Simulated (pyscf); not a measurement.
Single points on ωB97X-D3(BJ)/def2-SVP structures (PySCF, gas phase).

Q: For the elementary gas-phase step `[Al][Cl]` [singlet] + `[OH][SiH3]` → `[OH][Al]([SiH3])[Cl]` (singlet surface; O–Si broken, Al–O, Al–Si formed), what barrier and reaction energy does M06-2X/def2-TZVP give, measured from the separated reactants?

A: ΔE‡ = 43.5 kJ/mol, ΔE = -111.1 kJ/mol. CCSD(T)/def2-TZVPP + ΔMP2(QZVPP) gives 43.9 kJ/mol and -121.7 kJ/mol. Zero-point energy shifts the barrier by +2.2 kJ/mol. It is an insertion, with an imaginary mode of 280i cm⁻¹. On the reactant side the descent ends in an adduct with a Al–O contact, 42.4 kJ/mol under the separated species and 72.1 kJ/mol under the saddle at ωB97X-D3(BJ)/def2-TZVP. What is counted as formed (Al–O) is already present as a longer contact in the reactant adduct; forming that adduct is a step of its own. At ωB97X-D3(BJ)/def2-TZVP the barrier from the zero used here is 29.7 kJ/mol. HO–Al(SiH₃)–Cl lies 103.2 kJ/mol over its isomer H₃Si–O–AlH–Cl (electronic energy, ωB97M-D3(BJ)/def2-TZVP). One saddle was located; it need not be the lowest between these sides. The CCSD(T) − MP2 part came from Ansatz, without density fitting, on the same reference.
